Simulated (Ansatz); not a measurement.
One change: `CC=S` becomes `C=S`.

Ansatz, PBE0-D4/def2-TZVP geometries, multiplicity 1. 

```
                                          property  `CC=S`
                 LUMO energy (PBE/def2-TZVPP) / eV   -3.05
size of the dipole moment (ωB97M-V/def2-TZVPP) / D    2.41
                LUMO energy (PBE0/def2-TZVPP) / eV   -2.09
               LUMO energy (B3LYP/def2-TZVPP) / eV   -2.30
                HOMO energy (PBE0/def2-TZVPP) / eV   -6.46
               HOMO–LUMO gap (PBE/def2-TZVPP) / eV    2.18
```

(1) Give the same properties after the change, and the shifts. (An estimate is asked.)

Results:

(1) Computed: 
| property | `C=S` | shift |
| --- | --- | --- |
| LUMO energy (PBE/def2-TZVPP) / eV | -3.52 | -0.47 |
| size of the dipole moment (ωB97M-V/def2-TZVPP) / D | 1.68 | -0.73 |
| LUMO energy (PBE0/def2-TZVPP) / eV | -2.53 | -0.44 |
| LUMO energy (B3LYP/def2-TZVPP) / eV | -2.74 | -0.44 |
| HOMO energy (PBE0/def2-TZVPP) / eV | -6.69 | -0.23 |
| HOMO–LUMO gap (PBE/def2-TZVPP) / eV | 1.93 | -0.25 |

With PBE0 the HOMO falls by 0.23 eV and the LUMO falls by 0.44 eV, so the gap narrows by about 0.21 eV. PBE moves the HOMO by -0.22 eV and ωB97M-V by -0.22 eV. The zero-point energy changes by -75.8 kJ/mol with -9 modes. Dipoles are sizes alone; their direction can turn.

B3LYP here is the variant with VWN-RPA as its local correlation; programs differ in this.
